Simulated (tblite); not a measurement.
C3H7FN (charge +1).
SMILES with atom numbers: `[NH3+:1][CH2:2]/[CH:3]=[CH:4]/[F:5]` (hydrogens: H6, H7, H8 on N1; H9, H10 on C2; H11 on C3; H12 on C4)

Geometry (GFN2-xTB, Å), atoms numbered from 1 in this order:
```
atom  x, y, z in Å
N1    -1.5355    0.1226   -0.4434
C2    -0.4242    0.3737    0.5434
C3     0.7187   -0.5419    0.2643
C4     1.9099   -0.1105   -0.1279
F5     2.8992   -0.9474   -0.3580
H6    -2.3408    0.7354   -0.2611
H7    -1.1993    0.2890   -1.4017
H8    -1.8430   -0.8577   -0.3796
H9    -0.8229    0.1960    1.5446
H10   -0.1162    1.4167    0.4607
H11    0.5642   -1.5999    0.4192
H12    2.1911    0.9234   -0.2866
```

All values are computed: GFN2-xTB (tblite) harmonic vibrations without scaling, gas phase. This tight-binding method is rough: wavenumbers can miss measured ones by several per cent, in bad cases by 10 to 20. One conformer, not necessarily the lowest.

Harmonic wavenumbers (cm⁻¹): 89.8, 186.4, 194.3, 303.5, 414.5, 514.3, 753.0, 827.6, 898.7, 950.1, 974.5, 1015.9, 1130.5, 1184.6, 1205.7, 1236.2, 1259.3, 1300.9, 1368.9, 1421.7, 1434.2, 1436.8, 1709.5, 3004.0, 3026.8, 3057.2, 3095.8, 3229.4, 3238.6, 3247.2.

A = 18707, B = 2087, C = 2036 MHz; mass 76.056 u (most abundant isotopes); point group C1, symmetry number 1.

Question: What is the zero-point energy?

Answer: Half the sum of the wavenumbers: 21855 cm⁻¹ = 261.44 kJ/mol.

Question: Give the ideal-gas entropy at 298.15 K and 1 bar in the rigid-rotor, harmonic-oscillator model (classical rotation).

Answer: Translation 162.88, rotation 107.97, vibration 51.19: S = 322.0 J/(mol K).

Question: And Cp and H(298.15 K) − H(0)?

Answer: Cp = 94.50 J/(mol K), of which vibrations give 61.24 (their classical limit is 30 R = 249.4); H(298.15 K) − H(0) = 18.57 kJ/mol without the zero-point energy, 8.65 from vibrations.

Question: How do the functions run with temperature in this model?

Answer: 
| T (K) | S (J/(mol K)) | Cp (J/(mol K)) | H − H(0) (kJ/mol) | G − H(0) (kJ/mol) | ln q(vib) |
| --- | --- | --- | --- | --- | --- |
| 150 | 269.7 | 63.0 | 7.01 | -33.44 | 0.98 |
| 250 | 306.4 | 83.2 | 14.29 | -62.32 | 2.11 |
| 400 | 353.2 | 119.0 | 29.45 | -111.85 | 3.88 |
| 600 | 409.5 | 158.7 | 57.44 | -188.23 | 6.36 |
| 900 | 481.8 | 197.4 | 111.32 | -322.25 | 10.07 |

q(vib) and H(0) count from the zero-point level.

Question: Blend soft modes into free rotors: weight 1/[1 + (100 cm⁻¹/ν̃)⁴] for the oscillator and the rest for a rotor with moment μB/(μ + B), μ = h/(8π²ν), B = 10⁻⁴⁴ kg m². What vibrational entropy results?

Answer: 49.43 J/(mol K) in place of 51.19, which changes −T·S at 298.15 K by +0.52 kJ/mol.

Question: Which modes carry the vibrational entropy at 298.15 K?

Answer: 89.8 cm⁻¹: 15.33; 186.4 cm⁻¹: 9.47; 194.3 cm⁻¹: 9.15; 303.5 cm⁻¹: 5.85; 414.5 cm⁻¹: 3.81; 514.3 cm⁻¹: 2.61 J/(mol K); the other 24 give 4.97 together.

Question: What must be added to the electronic energy to get the Gibbs energy at 298.15 K and 1 bar?

Answer: ZPE + [H(298.15 K) − H(0)] − T·S = 261.44 + 18.57 − 96.02 = 183.99 kJ/mol.

Hindered rotation and anharmonicity are outside this model. Other conformers, if any are populated, would add a mixing term that is left out. The structure is chiral; the term R ln 2 for an equal mix with its mirror image is left out.

On Arm Neoverse N1, one thread, no GPU, shared host with 64 logical CPUs at a one-minute load of 60, this took 0.3 s wall. The figure is for the frequency step alone.
